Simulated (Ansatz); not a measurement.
Ligand exchange through a proton shuttle

Start structure (AlN2H9, singlet), relaxed at PBE0-D4/def2-TZVP:

```xyz
12
angstrom
Al -0.9217 -0.6922 -1.3708
H 0.3855 0.1673 -1.7784
H -0.7979 -2.2767 -1.5889
H -2.3304 0.0005 -1.7014
H -0.0361 0.0222 0.9375
N -0.8578 -0.5485 0.6611
H 1.5210 1.0153 -0.2175
N 1.5465 1.0872 0.7977
H -0.7779 -1.4622 1.0934
H -1.6950 -0.1083 1.0263
H 2.4396 0.7238 1.1071
H 1.5241 2.0717 1.0340
```

The step: AlH₃ + NH₃ + NH₃ → AlNH₄ ([NH2][AlH2]) + NH₃ + H₂; bonds formed: H2–H7, H5–N8; dative contacts that become bonds: Al1–N6; bonds broken: Al1–H2, H5–N6, H7–N8. Ansatz 0.2.0; basis: def2-TZVPP and def2-QZVPP; cores frozen in the correlated methods. Extrapolation: Hartree–Fock as exp(−7.88 √X), correlation as X^−2.97. Energies below are by CCSD(T) at an estimated basis limit (MP2 extrapolated from triple and quadruple zeta, plus CCSD(T) − MP2 in triple zeta).

**Question.** What are the electronic barrier and the energy of the step, from the start structure to the end structure? (To be estimated.)

**Answer.** Computed: Barrier 112.1 kJ/mol; step energy 66.4 kJ/mol (uphill); reverse barrier, their difference, 45.7 kJ/mol. Barrier and step energy count from the start structure, the reverse barrier from the end structure.

The saddle point: One imaginary mode of 744i cm⁻¹.
| pair | start (Å) | saddle (Å) | end (Å) |
| --- | --- | --- | --- |
| Al1–N6 | 2.04 | 1.87 | 1.79 |
| H2–H7 | 2.11 | 1.01 | 0.77 |
| H5–N8 | 1.91 | 1.05 | 1.02 |
| Al1–H2 | 1.62 | 1.77 | 2.20 |
| H5–N6 | 1.04 | 1.85 | 2.30 |
| H7–N8 | 1.02 | 1.32 | 2.19 |

Zero-point energy (harmonic, PBE0-D4): ZPE is 253.1 kJ/mol at the start and 240.3 kJ/mol at the saddle, so the barrier goes from 112.1 to 99.3 kJ/mol.

T1 diagnostic: at most 0.010. The start structure is not quite a true minimum (one mode of 64i cm⁻¹). The end structure is not quite a true minimum (one mode of 36i cm⁻¹).

The step is the kind of exchange with an N–H group that builds nitride films in atomic layer and chemical vapour deposition.

Labels in which every atom is bracketed show which atoms are joined, not bond orders.

For scale, one of the runs: CCSD(T)/def2-TZVPP, 230 basis functions (an equivalent command: `ansatz run in.yaml --threads 4`). Time: 56 s of wall clock on 4 CPU threads; the host was shared. Peak host memory: 3.9 GiB.
